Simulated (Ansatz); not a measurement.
Relaxation of CH5N2 (8 atoms, charge -1, multiplicity 1), to a largest force component of 0.02 eV/Å in at most 50 steps.

All numbers below come from Ansatz, RKS B3LYP-D4/def2-SVP.

```xyz
8
Properties=species:S:1:pos:R:3
N -0.616 0.712 -0.851
C -0.034 0.314 0.540
N 0.831 -0.937 0.197
H -1.373 0.043 -1.029
H -1.085 1.605 -0.678
H 0.782 1.111 0.668
H 1.333 -1.140 1.065
H 0.162 -1.708 0.089
```

**Question.** Where does it end, and by what steps?

**Answer.** The run converged. The force dipped under the threshold on the way, but the program's further checks kept it going. Limits of this set-up: an anion without diffuse functions, the dipole of an ion depends on the origin. After 18 steps the energy has fallen by 0.333 eV; H6 moved furthest, 1.32 Å.

```json
{"step": "0", "energy less start (eV)": "0.0000", "largest force component (eV/Å)": "0.887", "accepted": "yes"}
{"step": "1", "energy less start (eV)": "-0.0528", "largest force component (eV/Å)": "0.271", "accepted": "yes"}
{"step": "2", "energy less start (eV)": "-0.0714", "largest force component (eV/Å)": "0.187", "accepted": "yes"}
{"step": "3", "energy less start (eV)": "-0.0760", "largest force component (eV/Å)": "0.148", "accepted": "yes"}
{"step": "4", "energy less start (eV)": "-0.0809", "largest force component (eV/Å)": "0.350", "accepted": "yes"}
{"step": "5", "energy less start (eV)": "-0.0865", "largest force component (eV/Å)": "0.309", "accepted": "yes"}
{"step": "6", "energy less start (eV)": "-0.0971", "largest force component (eV/Å)": "0.482", "accepted": "yes"}
{"step": "7", "energy less start (eV)": "-0.1052", "largest force component (eV/Å)": "0.818", "accepted": "yes"}
{"step": "8", "energy less start (eV)": "-0.1848", "largest force component (eV/Å)": "0.597", "accepted": "yes"}
{"step": "9", "energy less start (eV)": "-0.2701", "largest force component (eV/Å)": "0.310", "accepted": "yes"}
{"step": "10", "energy less start (eV)": "-0.2900", "largest force component (eV/Å)": "0.347", "accepted": "yes"}
{"step": "11", "energy less start (eV)": "-0.3081", "largest force component (eV/Å)": "0.418", "accepted": "yes"}
{"step": "12", "energy less start (eV)": "-0.3068", "largest force component (eV/Å)": "0.689", "accepted": "no"}
{"step": "13", "energy less start (eV)": "-0.3277", "largest force component (eV/Å)": "0.166", "accepted": "yes"}
{"step": "14", "energy less start (eV)": "-0.3293", "largest force component (eV/Å)": "0.160", "accepted": "yes"}
{"step": "15", "energy less start (eV)": "-0.3293", "largest force component (eV/Å)": "0.297", "accepted": "yes"}
{"step": "16", "energy less start (eV)": "-0.3325", "largest force component (eV/Å)": "0.071", "accepted": "yes"}
{"step": "17", "energy less start (eV)": "-0.3329", "largest force component (eV/Å)": "0.016", "accepted": "yes"}
{"step": "18", "energy less start (eV)": "-0.3330", "largest force component (eV/Å)": "0.010", "accepted": "yes"}
```

```xyz
8
Properties=species:S:1:pos:R:3
N -0.715 0.540 -0.897
C -0.513 -0.225 0.353
N 0.690 -1.055 0.129
H -1.587 1.066 -0.800
H 0.005 1.303 -1.039
H -0.277 0.521 1.189
H 1.587 -0.494 0.116
H 0.809 -1.656 0.949
```

Run time: 56 s on 1 thread of Arm Neoverse N1, with other jobs on the host, peak memory 0.12 GiB.
